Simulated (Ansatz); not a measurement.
## Predicting a hybrid from its neighbours: C2H4S (thiirane)

C2H4S has 7 atoms, charge 0, and is taken as a singlet. SMILES: `C1CS1`. The shape is that of a PBE0-D4/def2-TZVP optimisation.

The HOMO–LUMO gap y, in eV, basis aug-cc-pVDZ; a is the functional's share of exact exchange. Programs: Ansatz 0.2.0.

| functional | program | a | y (eV) |
| --- | --- | --- | --- |
| BLYP | Ansatz | 0 | 4.45 |
| revPBE | Ansatz | 0 | 4.52 |
| B3LYP | Ansatz | 0.2 | ? |
| PBE0 | Ansatz | 0.25 | 6.58 |
| BHLYP | Ansatz | 0.5 | 7.94 |

Task: Fit y = c + s·a to the known rows and predict B3LYP.

Result: 
1. Means of the 4 rows: a = 0.1875, y = 5.873.
2. Σ(Δa)² = 0.17188, Σ(Δa·Δy) = 1.2106, so the slope is 1.2106/0.17188 = 7.0433.
3. Intercept: 5.873 − (7.0433) × 0.1875 = 4.552. The largest residual of the fit is 0.27.
4. B3LYP: 4.552 + (7.0433) × 0.2 = 5.96 eV.

The run gave 6.09 eV, so the prediction is off by -0.13 eV, within the largest residual. Exact exchange lowers occupied levels and raises empty ones.
